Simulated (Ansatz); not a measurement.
# A basis-limit estimate, worked out

An elementary step of C₂H₇N, singlet (C₂H₇N (CCN) → C₂H₄ (C=C) + NH₃; bonds formed: N1–H8; bonds broken: N1–C2, C5–H8). “Start” is the structure reached by relaxing down from the saddle towards the reactants; PBE0-D4/def2-TZVP structures. The saddle:

N1  (-1.191, 0.036, -0.040)
C2  (0.258, -0.565, 0.126)
H3  (0.326, -1.369, -0.611)
H4  (0.278, -1.000, 1.129)
C5  (1.092, 0.632, -0.101)
H6  (1.661, 0.970, 0.762)
H7  (1.699, 0.608, -1.004)
H8  (-0.631, 1.003, -0.217)
H9  (-1.717, -0.318, -0.840)
H10  (-1.776, 0.003, 0.795)
(Å)

Program: Ansatz 0.2.0. Basis: def2-TZVPP and def2-QZVPP. Cores are frozen in the correlated methods.

Energies in eV:

| quantity | saddle | start |
| --- | --- | --- |
| Hartree–Fock, triple zeta (X = 3) | -3651.05856 | -3654.73216 |
| Hartree–Fock, quadruple zeta (X = 4) | -3651.24989 | -3654.92082 |
| MP2 correlation, X = 3 | -16.27014 | -15.70303 |
| MP2 correlation, X = 4 | -17.30666 | -16.73391 |
| CCSD(T) correlation, X = 3 | -17.77501 | -17.24704 |

Problem. Work out the barrier at the basis limit: extrapolate Hartree–Fock as E(X) = E∞ + A exp(−7.88 √X) and the MP2 correlation as E(X) = E∞ + B X^−2.97 (the exponents that Neese and Valeev fitted for def2-TZVPP and QZVPP), then add CCSD(T) − MP2 in triple zeta.

Solution. Each step is linear, so take the differences first (saddle − start): Hartree–Fock 3.67360 (X = 3) and 3.67093 (X = 4); MP2 correlation -0.56711 and -0.57275; CCSD(T) correlation -0.52797.
Two points give E∞ = E(4) + w [E(4) − E(3)], with w = 1/(exp(7.88 (2 − √3)) − 1) = 0.1377 for Hartree–Fock and w = 1/((4/3)^2.97 − 1) = 0.7407 for the correlation.
Hartree–Fock: 3.67093 + 0.1377 × (-0.00267) = 3.6706 eV.
MP2 correlation: -0.57275 + 0.7407 × (-0.00564) = -0.5769 eV.
CCSD(T) − MP2: -0.52797 − (-0.56711) = 0.0391 eV.
Sum: 3.6706 + (-0.5769) + 0.0391 = 3.1328 eV, or 72.24 kcal/mol. Plain CCSD(T) in triple zeta gives 3.1456 eV, so the larger basis shifts the result by -0.0128 eV.

No T1 diagnostic of these runs exceeds 0.014.

For scale, one of the runs: CCSD(T)/def2-TZVPP, 191 basis functions, launched by `ansatz run in.yaml --threads 2 --pin off --events-out ev --progress --plain --max-ram 4352MiB`. The run took 53 s on 2 CPU threads of an Arm Neoverse V1 (shared host), with 2.2 GiB of host memory at its peak.
